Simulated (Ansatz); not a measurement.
**ZrB$_{2}$: experiment and calculation**

**Experimental background.**

From “Chemical Bonding in Epitaxial ZrB2 Studied by X-ray Spectroscopy”, 2018, arxiv:1801.08663, for a ceramic of ZrB2: lattice constant a 3.167 Å; lattice constant c 3.531 Å.

How close the calculation comes is told below.

Theory: DFT r2SCAN, scalar-relativistic, plane waves, PAW (Ansatz).

Cutoff 500 eV; k points 18×18×12 on the computed 3-atom cell (Γ-centred); Gaussian smearing, width 0.10 eV; no spin polarisation.

Relaxed structure, symmetry kept:

```xyz
3
Lattice="3.1674 0.0000 0.0000 -1.5837 2.7431 0.0000 0.0000 0.0000 3.5512" Properties=species:S:1:pos:R:3 pbc="T T T"
Zr    0.0000    0.0000    0.0000
B     0.0000    1.8287    1.7756
B     1.5837    0.9144    1.7756
```

| Item | Value |
| --- | --- |
| Space group | P6/mmm (No. 191) |
| Volume per atom | 10.28 Å³ |
| Formation energy from the elements' standard states (uncorrected) | -1.068 eV/atom |
| Generalised Kohn–Sham band gap | none (metal) |
| Density of states at the Fermi level | 0.27 states/eV per cell |
| Löwdin character within 0.5 eV of the Fermi level | Zr 4d 72 %, B 2p 25 % |
| Bulk modulus | 242 GPa |
| Its pressure derivative | 3.9 |
| Bader charges (e) | Zr (1 in the cell) 1.64, B (2 in the cell) -0.82 |

A measured lattice constant a of ZrB2 is 3.167 Å (ceramic; the paper above); the calculated 3.167 Å misses it by 0.0 %. Against the measured lattice constant c of ZrB2, 3.531 Å (ceramic; the paper above), the calculated 3.551 Å is off by +0.6 %. The calculation is for 0 K without zero-point motion.

Cost: 6 runs of about 4.9 core-minutes in all, on Arm Neoverse V2 (shared hosts).